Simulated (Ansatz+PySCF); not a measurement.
**doublet CH2N: levels of theory in one basis**

```yaml
atoms:
  - { symbol: C, position_ang: [0.0000, 0.0000, 0.0165] }
  - { symbol: N, position_ang: [0.0000, 0.0000, -1.2211] }
  - { symbol: H, position_ang: [0.0000, 0.9526, 0.6023] }
  - { symbol: H, position_ang: [0.0000, -0.9526, 0.6023] }
```

Basis set: cc-pVTZ (spherical functions). Left uncorrelated: 2 orbitals. Correlation on ROHF uses semicanonical orbitals with singles. Charge 0, multiplicity 2.

Computed with Ansatz (development build ahead of 0.2.0) and PySCF 2.14.0; each method stands on the lowest determinant of its kind that the runs found.

```json
{"method": "ROHF", "E − E(ROHF) (eV)": "0.00", "<S²> of the determinant": "0.75"}
{"method": "UHF", "E − E(ROHF) (eV)": "-0.28", "<S²> of the determinant": "0.93"}
{"method": "ROHF-MP2", "E − E(ROHF) (eV)": "-8.98", "<S²> of the determinant": "–"}
{"method": "ROHF-CCSD(T)", "E − E(ROHF) (eV)": "-10.02", "<S²> of the determinant": "–"}
```

Q: What does UHF-MP2 give on the same scale?

A: -8.71 eV.

Caution for UHF, UHF-MP2: the unrestricted determinant is spin contaminated. Caution for ROHF-MP2, UHF-MP2: forces differ strongly between restricted and unrestricted references.
